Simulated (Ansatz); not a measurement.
**SiP₂+ (doublet): from Hartree-Fock to the top rungs, def2-TZVPP**

An exercise on one series of results from a longer session: the logs are not shown, and one member is left open.

Computed with Ansatz 0.2.0, Gaussian basis. Level: def2-TZVPP, core rule «outside noble gas», up to 15 orbitals frozen.

Plan: UHF; ROHF; CCSD(T) on UHF.

2 further runs of the same task are left out: 2 set aside as unsound or not needed.

**What is computed**

The geometry is a PBE0/def2-TZVP stationary point (not a proven minimum) of the parent state, kept for this charge and spin.

3 atoms, charge 1, spin multiplicity 2.

Atoms are counted from 1 here; the program's logs count them from 0.

Bond lengths: P1–P2 2.051 Å, P1–Si3 2.217 Å, P2–Si3 2.217 Å. Angles: P2–P1–Si3 62.5°, P1–P2–Si3 62.5°, P1–Si3–P2 55.1°.

Set-up of the first run:

The input, in.yaml:

```yaml
crystal:
  periodic: [false, false, false]
  atoms:
    - {symbol: P, position_ang: [0.000000, -1.025294, 0.613145]}
    - {symbol: P, position_ang: [0.000000, 1.025294, 0.613145]}
    - {symbol: Si, position_ang: [0.000000, 0.000000, -1.352400]}
basis:
  gaussian: {orbitals: def2-TZVPP}
total_charge: 1
magnetization: {spin_polarized: true, initial_magnetization: 1}
hamiltonian: {xc: hf}
output: {orbitals: {seedname: orbitals}}
```

Run with:

```
> ansatz run in.yaml --threads 1 --pin off --events-out ev --progress --plain --max-ram 2560MiB --backend cpu
```

Among the steps run: UHF; ROHF; CCSD(T) on UHF.

One table of the session follows, with a row left open; its other results are not shown here.

```
  method  from UCCSD(T) (kJ/mol)
    ROHF                 +1073.9
     UHF                 +1052.1
    UMP2                  +145.4
   UCCSD                       ?
UCCSD(T)                       0
```

Q: Estimate the row for UCCSD from the others.

The run gave: from UCCSD(T) (kJ/mol): +73.1. In the column «from UCCSD(T) (kJ/mol)» it lies between UCCSD(T) (0) and UMP2 (+145.4).

Caveats from the session: Warnings: spin contamination; coupled cluster took another determinant than the lowest.
